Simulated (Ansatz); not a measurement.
# How the equilibrium lattice constant a of Cu (model structure, started from the beta-W type, Pm-3n, No. 223, 8 atoms in the cell) moves with the method

No measured value is used here.

```
level (code)         value (Å)
-------------------  ---------
PBE (Ansatz)               [?]
PBEsol (Ansatz)          4.529
PBE-D3(BJ) (Ansatz)      4.529
```

### Question
Fill in the missing entries.

### Answer

- PBE (Ansatz, a quantum-chemistry and plane-wave program), value (Å): 4.614

Ansatz's density-functional and Hartree–Fock values are scalar-relativistic unless marked +SOC, with PAW data made under PBE.

A model structure was made by putting elements into a prototype or built by hand; it is no filed structure, need not be a known phase, and can be a saddle point held by its symmetry.
